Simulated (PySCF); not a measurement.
# Electronic absorption of dimethyl carbonate

Dimethyl carbonate, C₃H₆O₃.
Numbering: `[CH3:1][O:2][C:3](=[O:4])[O:5][CH3:6]` (hydrogens: H7, H8, H9 on C1; H10, H11, H12 on C6)

Level of theory: TDDFT PBE0/def2-SVPD, vertical, gas phase, core orbitals frozen in the response in PySCF. The structure is a single GFN2-xTB conformer in the gas phase; no vibrational or solvent corrections. Torsions of this conformer, `[CH3:1][O:2][C:3](=[O:4])[O:5][CH3:6]`: C1–O2–C3–O4 0°, O2–C3–O5–C6 180°.

Problem. What does the calculation give for the low-lying excited states?

Solution. 

```csv
state,λ (nm),E (eV),f,|μ| (D),symmetry,"main configurations (H = HOMO, L = LUMO)"
S1,173.3,7.16,0.0000,0.00,–,H→L+1 (99%)
S2,156.8,7.91,0.018,0.77,B1 or B2,H→L (96%)
S3,151.0,8.21,0.0000,0.01,–,H-1→L (94%)
S4,148.0,8.38,0.022,0.84,B1 or B2,H-2→L (93%)
S5,142.7,8.69,0.256,2.79,B1 or B2,H-1→L+1 (93%)
S6,141.4,8.77,0.011,0.59,A1,"H→L+2 (90%), H-2→L+1 (9%)"
S7,138.6,8.94,0.011,0.58,B1 or B2,H→L+3 (94%)
S8,137.5,9.02,0.029,0.93,B1 or B2,"H-1→L+2 (85%), H-2→L+3 (12%)"
```

Triplets (Tamm–Dancoff): T1 6.67 eV, H→L+1 (98%); T2 6.96 eV, H-2→L+1 (93%); T3 7.61 eV, H-1→L+1 (97%).

The lowest singlet comes at 173 nm (690 kJ/mol) in the vacuum ultraviolet; it is dark (f under 0.0005); its leading configuration is HOMO→LUMO+1 (99%). The strongest level in the table is S5 at 8.69 eV (143 nm, f = 0.256). Löwdin shares by element: HOMO oxygen 91%, carbon 6% or more; LUMO carbon 54%, oxygen 8% or more (atoms not listed hold the other 38%). The oscillator strengths of these states sum to 0.349; summed over the whole spectrum of an exact calculation they would give the number of electrons, 48 (Thomas–Reiche–Kuhn). Weighted by f, the mean energy of these states is 8.67 eV. Orbital energies (eV): HOMO-3 -10.33, HOMO-2 -9.08, HOMO-1 -8.91, HOMO -8.58, LUMO 0.56, LUMO+1 1.04, LUMO+2 1.16. Symmetry labels in C2v follow from the direction of the transition dipole and are given only for states with f of 0.002 or more; B1 and B2 swap with the choice of axes. Only the lowest 8 singlets were computed, as vertical energies without vibronic structure.
